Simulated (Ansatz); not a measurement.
# AlPH2+ (doublet): the correlation ladder, cc-pVDZ

One table from this session's results is given with a row withheld; the runs are named, their logs left out.

Computed with Ansatz 0.2.0, Gaussian basis. Level: cc-pVDZ, core rule «outside noble gas», up to 10 orbitals frozen.

To be run: UHF; CCSD(T) on ROHF; CCSD(T) on UHF; BCCD(T) on ROHF; CISD; CCSDT(Q) on ROHF; CCSDT(Q) on UHF; CCSDTQ on ROHF.

11 further runs of the same task are left out: 8 for a known fault of the program, 3 set aside as unsound or not needed.

**The system**

The geometry is a PBE0/def2-TZVP stationary point (not a proven minimum) of the parent state, kept for this charge and spin.

4 atoms, charge 1, spin multiplicity 2.

Atoms are counted from 1 here; the program's logs count them from 0.

Bond lengths: Al1–P2 2.131 Å, Al1–H3 1.583 Å, P2–H4 1.451 Å. Angles: P2–Al1–H3 176.8°, Al1–P2–H4 75.4°.

The first run:

in.yaml

```yaml
crystal:
  periodic: [false, false, false]
  atoms:
    - {symbol: Al, position_ang: [0.000000, 0.003348, 1.103758]}
    - {symbol: P, position_ang: [0.000000, 0.045326, -1.026381]}
    - {symbol: H, position_ang: [0.000000, -0.116866, 2.681764]}
    - {symbol: H, position_ang: [0.000000, -1.365594, -0.687779]}
basis:
  gaussian: {orbitals: cc-pVDZ}
total_charge: 1
magnetization: {spin_polarized: true, initial_magnetization: 1}
hamiltonian: {xc: hf}
output: {orbitals: {seedname: orbitals}}
```

The run is started by

```sh
> ansatz run in.yaml --threads 1 --pin off --events-out ev --progress --plain --max-ram 4096MiB --backend cpu
```

Among the steps run: UHF; CCSD(T) on ROHF; CCSD(T) on UHF; BCCD(T) on ROHF; CISD; CCSDT(Q) on ROHF; CCSDT(Q) on UHF; CCSDTQ on ROHF.

One of the session's tables, all rows but one given; the rest of the session is left out.

| method | from RCCSDTQ (meV) |
| --- | --- |
| ROHF | +5046.4 |
| UHF | ? |
| RMP2 | +1046.5 |
| UMP2 | +1062.3 |
| CISD | +507.5 |
| RCCSD | +185.1 |
| UCCSD | +182.5 |
| RCCSD(T) | +38.6 |
| UCCSD(T) | +38.7 |
| BCCD(T) | +38.4 |
| RCCSDT | +9.7 |
| UCCSDT | +9.4 |
| RCCSDT(Q) | +1.1 |
| UCCSDT(Q) | +0.6 |
| RCCSDTQ | 0 |

Q: Estimate the row for UHF from the others.

**Answer.** from RCCSDTQ (meV): +4948.2. In the column «from RCCSDTQ (meV)» it lies between UMP2 (+1062.3) and ROHF (+5046.4).

Limits of these values: Restricted and unrestricted rows rest on different reference determinants; where their highest levels disagree by more than a few hundredths of an eV, they describe different states and don't form one ladder.
